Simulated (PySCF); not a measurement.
Process, species as SMILES: FCF + 2 [H][H] (H2) → C (CH4) + 2 F (HF)
B3LYP-D3(BJ)/def2-TZVP geometries, fixed; electronic energies without zero-point terms.

Effect of the atomic grid (radial, angular points) at r2SCAN/aug-cc-pVTZ with PySCF, against the last row, where the energy of full hydrogenation is -42.38 kcal/mol. Cost is core time over that of atom_grid: 30, 110, unpruned, rough, on shared machines of one kind.

```
setting                        grid points, largest species  largest shift of a total energy (mEh)  shift of the energy of full hydrogenation (kcal/mol)  cost
-----------------------------  ----------------------------  -------------------------------------  ----------------------------------------------------  ----
atom_grid: 30, 110, unpruned                          16504                                 -1.686                                                -0.322    1×
atom_grid: 50, 194, unpruned                          48504                                  0.355                                                -0.107    1×
atom_grid: 75, 302, unpruned                         113256                                  0.017                                                -0.005    3×
atom_grid: 99, 590, unpruned                         292056                                 -0.005                                                 0.001    6×
atom_grid: 150, 974, unpruned                        730504                                  0.000                                                 0.000   10×
```

Within 0.3 kcal/mol in the energy of full hydrogenation: atom_grid: 50, 194, unpruned; atom_grid: 75, 302, unpruned; atom_grid: 99, 590, unpruned. The largest shift is 1.686 mEh in a total energy and 0.322 kcal/mol in the difference.
